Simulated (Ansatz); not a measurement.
# SiH₄S + SiH₄: a complex and its separated parts

The complex below is one end of an elementary step. How strongly is it bound against its free parts?

Program: Ansatz 0.2.0, Gaussian basis. Level of theory: PBE0-D4/def2-TZVP structures, single points in def2-TZVPP, no counterpoise correction. These are calculated values, not measurements.

Levels: SPW92, PBE-D4, BLYP-D4, r2SCAN-D4, B97M-V, PBE0-D4, B3LYP-D4, r2SCAN0-D4, BHLYP-D4, CAM-B3LYP-D4, wB97X-V, wB97M-V, B2PLYP, PBE-QIDH, RPA on PBE, Hartree-Fock, MP2, CCSD, CCSD(T).

Correlated methods freeze the cores. B3LYP uses VWN-RPA correlation. B2PLYP carries no dispersion term here.

94 further runs of the same task are left out: 94 set aside as unsound or not needed.

### 1 Where the work starts

The complex: 11 atoms, charge 0, spin multiplicity 1.

Atoms are counted from 1 here; the program's logs count them from 0.

Bond lengths: Si1–S2 2.135 Å, Si1–H3 1.486 Å, Si1–H4 1.484 Å, Si1–H5 1.483 Å, S2–H8 1.344 Å, H6–Si7 1.484 Å, Si7–H9 1.483 Å, Si7–H10 1.484 Å, Si7–H11 1.488 Å. Angles: S2–Si1–H3 111.7°, S2–Si1–H4 111.7°, S2–Si1–H5 105.0°, H3–Si1–H4 108.7°, H3–Si1–H5 109.6°, H4–Si1–H5 110.1°, Si1–S2–H8 94.5°, H6–Si7–H9 110.0°, H6–Si7–H10 109.8°, H6–Si7–H11 109.0°, H9–Si7–H10 109.8°, H9–Si7–H11 109.2°, H10–Si7–H11 109.0°.

As a file:

```csv
atom,x (Å),y (Å),z (Å)
Si1,-1.1117,-0.5644,1.5322
S2,0.8677,-0.6803,2.3246
H3,-1.2801,0.6162,0.6454
H4,-1.4715,-1.7864,0.7701
H5,-1.9910,-0.4255,2.7178
H6,1.1822,1.6474,-0.7513
Si7,0.7055,0.7401,-1.8245
H8,1.4526,-0.8281,1.1237
H9,-0.6582,1.1352,-2.2546
H10,1.6342,0.7985,-2.9811
H11,0.6704,-0.6527,-1.3025
```

Its parts: SiH₄S holds atoms 1, 2, 3, 4, 5, 8; SiH₄ holds atoms 6, 7, 9, 10, 11. Each part counts its atoms afresh in its own runs.

### 2 Relaxing SiH₄S alone

Input file relax-a/in.yaml:

```yaml
crystal:
  periodic: [false, false, false]
  atoms:
    - {symbol: Si, position_ang: [-1.111712, -0.564384, 1.532177]}
    - {symbol: S, position_ang: [0.867668, -0.680306, 2.324625]}
    - {symbol: H, position_ang: [-1.280114, 0.616249, 0.645376]}
    - {symbol: H, position_ang: [-1.471464, -1.786399, 0.770069]}
    - {symbol: H, position_ang: [-1.991016, -0.425481, 2.717791]}
    - {symbol: H, position_ang: [1.452650, -0.828119, 1.123707]}
basis:
  gaussian: {orbitals: def2-TZVP}
hamiltonian: {xc: pbe0, dispersion: d4}
relax: {f_tol: 0.005, max_steps: 200}
```

Launch:

```sh
ansatz run in.yaml --threads 4 --pin off --events-out ev --progress --plain --max-ram 9574MiB
```

After this run come: Relaxing SiH₄ alone; SPW92/def2-TZVPP; PBE-D4/def2-TZVPP; BLYP-D4/def2-TZVPP; r2SCAN-D4/def2-TZVPP; B97M-V/def2-TZVPP; PBE0-D4/def2-TZVPP; B3LYP-D4/def2-TZVPP; r2SCAN0-D4/def2-TZVPP; BHLYP-D4/def2-TZVPP; CAM-B3LYP-D4/def2-TZVPP; wB97X-V/def2-TZVPP; wB97M-V/def2-TZVPP; B2PLYP/def2-TZVPP; PBE-QIDH/def2-TZVPP; RPA on PBE/def2-TZVPP; CCSD(T)/def2-TZVPP; Vibrations of SiH₄S; Vibrations of SiH₄.

Before running it: what results should come out? Wanted: complex less parts, CCSD(T)/def2-TZVPP; with zero-point energy; largest T1 diagnostic.

As calculated:

| quantity | value |
| --- | --- |
| complex less parts, CCSD(T)/def2-TZVPP | -5.1 kJ/mol |
| with zero-point energy | -2.3 kJ/mol |
| largest T1 diagnostic | 0.011 |

What this shows: At CCSD(T) the complex lies 5.1 kJ/mol below its parts. Among the functionals r2SCAN-D4 lands nearest to CCSD(T) (-0.9 kJ/mol) and SPW92 farthest (-7.0 kJ/mol). By rung, the mean size of the error is: LDA 7.0, GGA 2.7, meta-GGA 1.2, hybrid 2.2, range-separated hybrid 1.4, double hybrid 3.4 kJ/mol. PBE-D4 gives a relative energy 3.4 kJ/mol too low, an error of 67 % of the reference. No counterpoise was applied, and triple zeta lacks some correlation, so the CCSD(T) reference has a basis error of its own, and close matches with it are partly luck.
